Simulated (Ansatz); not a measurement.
Saddle point of CH$_{6}$BN, singlet (CH₃N ([CH2][NH]) + BH₃ → CH₆BN ([BH2][NH][CH3]); bonds formed: H2–C6; dative contacts that become bonds: B1–N5; bonds broken: B1–H2), PBE0-D4/def2-TZVP structure:

B1  (-0.481, -0.429, -0.816)
H2  (-0.985, -1.062, 0.114)
H3  (-1.362, 0.281, -1.239)
H4  (0.181, -1.098, -1.559)
N5  (0.522, 0.797, -0.169)
C6  (0.629, 0.135, 0.928)
H7  (0.055, 1.691, -0.064)
H8  (0.302, 0.509, 1.901)
H9  (1.139, -0.824, 0.904)
(Å)

Energies are electronic, without zero-point energy. Barriers and step energies count from the start structure reached by relaxing down the imaginary mode; all methods use the PBE0-D4 structures, on which another method's saddle can fall below an end. Program: Ansatz 0.2.0. Basis: def2-TZVPP, with def2-QZVPP for the basis limit. Cores are frozen in the correlated methods. B3LYP uses VWN-RPA correlation. Extrapolation: Hartree–Fock as exp(−7.88 √X), correlation as X^−2.97.

```json
{"method": "SPW92", "barrier (kJ/mol)": "111.1", "step energy (kJ/mol)": "-125.7"}
{"method": "PBE-D4", "barrier (kJ/mol)": "?", "step energy (kJ/mol)": "-124.4"}
{"method": "BLYP-D4", "barrier (kJ/mol)": "111.3", "step energy (kJ/mol)": "-124.0"}
{"method": "r2SCAN-D4", "barrier (kJ/mol)": "108.3", "step energy (kJ/mol)": "-132.6"}
{"method": "B97M-V", "barrier (kJ/mol)": "110.5", "step energy (kJ/mol)": "-133.8"}
{"method": "PBE0-D4", "barrier (kJ/mol)": "108.8", "step energy (kJ/mol)": "-139.5"}
{"method": "B3LYP-D4", "barrier (kJ/mol)": "113.1", "step energy (kJ/mol)": "-136.5"}
{"method": "r2SCAN0-D4", "barrier (kJ/mol)": "109.4", "step energy (kJ/mol)": "-144.0"}
{"method": "BHLYP-D4", "barrier (kJ/mol)": "115.7", "step energy (kJ/mol)": "-151.1"}
{"method": "CAM-B3LYP-D4", "barrier (kJ/mol)": "115.3", "step energy (kJ/mol)": "-144.3"}
{"method": "wB97X-V", "barrier (kJ/mol)": "108.5", "step energy (kJ/mol)": "-146.2"}
{"method": "wB97M-V", "barrier (kJ/mol)": "?", "step energy (kJ/mol)": "-143.1"}
{"method": "B2PLYP", "barrier (kJ/mol)": "112.5", "step energy (kJ/mol)": "-140.7"}
{"method": "PBE-QIDH", "barrier (kJ/mol)": "?", "step energy (kJ/mol)": "-148.3"}
{"method": "RPA on PBE", "barrier (kJ/mol)": "106.2", "step energy (kJ/mol)": "-139.6"}
{"method": "HF", "barrier (kJ/mol)": "117.4", "step energy (kJ/mol)": "-162.4"}
{"method": "MP2", "barrier (kJ/mol)": "110.9", "step energy (kJ/mol)": "-144.6"}
{"method": "CCSD", "barrier (kJ/mol)": "115.5", "step energy (kJ/mol)": "-143.3"}
{"method": "CCSD(T)", "barrier (kJ/mol)": "113.2", "step energy (kJ/mol)": "-137.7"}
```

(1) Fill in the withheld barriers. (To be estimated.)

T1 diagnostic: at most 0.017.

Results:

(1) By the calculation: PBE-QIDH 109.9; PBE-D4 107.2; wB97M-V 107.2 kJ/mol. Each is the energy of the saddle less that of the start structure, by the same method.

For comparison, the barrier by CCSD(T) at an estimated basis limit (MP2 extrapolated from triple and quadruple zeta, plus CCSD(T) − MP2 in triple zeta) is 113.2 kJ/mol.

Labels in which every atom is bracketed show which atoms are joined, not bond orders.

For scale, one of the runs: CCSD(T)/def2-TZVPP, 177 basis functions, launched by `ansatz run in.yaml --threads 2 --pin off --events-out ev --progress --plain --max-ram 4352MiB`. Time: 26 s of wall clock on 2 CPU threads of an Arm Neoverse V1; the host was shared. Peak host memory: 1.7 GiB.
